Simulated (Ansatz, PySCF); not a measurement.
System: C2F3N (charge 0, singlet). SMILES: N#CC(F)(F)F
Structure (B3LYP-D3(BJ)/def2-TZVP (Ansatz, a quantum-chemistry and plane-wave program) minimum search):
```
C
F 1 1.3355
F 1 1.3355 2 108.66
F 1 1.3355 2 108.66 3 -118.06
C 1 1.4814 2 110.27 4 -120.97
N 5 1.1466 4 147.20 1 -180.00
```


Quantity: enthalpy of formation at 298 K (from the atomisation energy, B3LYP-D3(BJ)/def2-TZVP harmonic zero-point and thermal terms from PySCF, and the atoms' enthalpies of formation in the G2/97 table; no spin-orbit terms, and no core term in the frozen-core levels), in kcal/mol. Correlated levels leave the core frozen unless marked. UHF or UKS for open shells. No spin-orbit coupling. Non-relativistic. The coupled-cluster limit lacks core correlation, which all-electron functionals hold. CBS marks a two-point X^-3 extrapolation of the correlation energy; Hartree-Fock from the larger set. The bracket is a focal-point correction in the basis named.

Measured: -118.4 kcal/mol (G2/97 table in ASE (Curtiss et al.)); it holds spin-orbit and relativistic effects, which these rows lack, and core correlation, which the frozen-core levels lack. This is an older compilation, not checked against later work.

```
level                                                     program  enthalpy of formation at 298 K (kcal/mol)  error against measurement
-------------------------------------------------  --------------  -----------------------------------------  -------------------------
HF/6-31G                                                   Ansatz                                      213.3                      331.7
B3LYP/def2-TZVPD                                           Ansatz                                     -112.1                        6.3
PBE0-D3(BJ)/def2-TZVP                              Ansatz + dftd3                                     -125.1                       -6.7
r2SCAN0-D4/def2-TZVPD                              Ansatz + dftd4                                      -92.6                       25.8
wB97M-V/def2-TZVPD                                         Ansatz                                     -122.5                       -4.1
B2GP-PLYP/def2-TZVPD                                       Ansatz                                     -111.7                        6.7
B2PLYP-D3(BJ)/def2-TZVPD                           Ansatz + dftd3                                     -116.5                        1.9
CCSD/STO-3G                                                Ansatz                                       29.7                      148.1
CCSD(T)/6-31G                                              Ansatz                                       22.0                      140.4
RI-MP2/CBS(cc-pVTZ,cc-pVQZ)+[CCSD(T)-MP2]/cc-pVTZ          Ansatz                                     -118.2                        0.2
```
